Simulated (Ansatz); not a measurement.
Scandium, hcp: convergence with the k-point mesh

Computed with Ansatz, LDA, scalar-relativistic PAW, on the relaxed cell (a = 3.227 Å, c = 5.009 Å (c/a = 1.552); spin not included). Errors count from a run at 420 eV on a Γ-centred 18×18×10 mesh with Fermi-Dirac smearing of 0.1 eV, extrapolated to zero width. Fixed here: cutoff 420 eV, Fermi-Dirac width 0.1 eV. The SCF starts from atomic densities corrected by a trained network.

```tsv
k-mesh	E(σ→0) error (meV/atom)	P (GPa)	SCF iterations
2×2×1	-520.8	-11.37	6
3×3×2	61.0	-0.66	6
4×4×2	7.3	0.75	6
6×6×3	2.4	-0.16	6
7×7×4	-5.6	-0.02	6
9×9×5	0.4	0.02	6
12×12×7	-0.1	0.01	6
16×16×9	0.0	0.00	6
```

Within 5 meV/atom of the last row: from 9×9×5 on.
